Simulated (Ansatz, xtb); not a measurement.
H6NSi2+: which of two isomers lies lower

Structure I is `[NH2+]1[SiH2][SiH2]1`, a singlet and structure II is `[SiH2]=[NH+][SiH3]`, a singlet. Both are isolated ions in the gas phase, relaxed with B3LYP-D3(BJ)/def2-SVP.

I (Å):

```xyz
9

N     0.7857   -1.1816   -1.7158
Si    0.4976    0.1451   -3.0717
Si   -0.7483   -0.1470   -1.2078
H     0.1411   -0.5407   -4.3293
H     1.6459    1.0728   -3.0703
H     0.6491   -2.1690   -1.9619
H     1.6327   -1.1149   -1.1392
H    -1.9333   -1.0270   -1.2260
H    -0.4282    0.5865    0.0326
```

II (Å):

```yaml
atoms:
  - { symbol: N, position_ang: [0.1471, -1.0255, -2.2900] }
  - { symbol: Si, position_ang: [0.5316, -0.1187, -3.6182] }
  - { symbol: Si, position_ang: [0.0839, -0.5421, -0.5149] }
  - { symbol: H, position_ang: [0.5072, -0.7508, -4.9484] }
  - { symbol: H, position_ang: [0.8836, 1.2937, -3.4028] }
  - { symbol: H, position_ang: [-0.0944, -2.0067, -2.4680] }
  - { symbol: H, position_ang: [1.0658, -1.4064, 0.1759] }
  - { symbol: H, position_ang: [-1.3116, -0.7726, -0.0813] }
  - { symbol: H, position_ang: [0.4682, 0.8880, -0.5439] }
```

Problem. Which of the two would you expect CCSD(T)/def2-TZVP electronic energies to favour?

Solution. Structure II; the calculation gives E(II) − E(I) = −17.1 kJ/mol.

How the difference moves with the method:

| level | geometry | E(II) − E(I) (kJ/mol) | departure from the last row (kJ/mol) | job, with rough time for the two |
| --- | --- | --- | --- | --- |
| GFN2-xTB | GFN2-xTB | −123.8 | −106.7 | optimisation, 0.22 s |
| HF/STO-3G | GFN2-xTB | +8.9 | +26.0 | single point, 0.3 s |
| r2SCAN-D4/def2-SVP | GFN2-xTB | +3.7 | +20.8 | single point, 5.1 s |
| B3LYP-D3(BJ)/def2-SVP | B3LYP-D3(BJ)/def2-SVP | −9.6 | +7.5 | optimisation, 35 s |
| HF/def2-TZVP | B3LYP-D3(BJ)/def2-SVP | −38.0 | −20.9 | part of the CCSD(T) run |
| MP2/def2-TZVP | B3LYP-D3(BJ)/def2-SVP | −22.1 | −5.0 | part of the CCSD(T) run |
| CCSD(T)/def2-TZVP | B3LYP-D3(BJ)/def2-SVP | −17.1 |  | single point, 39 s |

As drawn, II has 1 N=Si, 1 Si–H in place of 1 N–Si, 1 Si–Si, 1 N–H. Structure I has a 3-membered ring, II no ring.

HF/STO-3G, r2SCAN-D4/def2-SVP put the two in the other order. The largest departure from CCSD(T)/def2-TZVP is that of GFN2-xTB, 106.7 kJ/mol.

With harmonic frequencies from B3LYP-D3(BJ)/def2-SVP (ideal gas, rigid rotor, one conformer each, 1000 K, 1 atm): on the last row, ΔE + ΔZPE = −25.1, ΔH = −23.4, ΔG = −41.8 kJ/mol.

The correlated steps freeze 11 core orbitals. Run with Ansatz 0.2.0, xtb 6.7.1; the last row on 1 thread of Arm Neoverse V1 on a shared host.
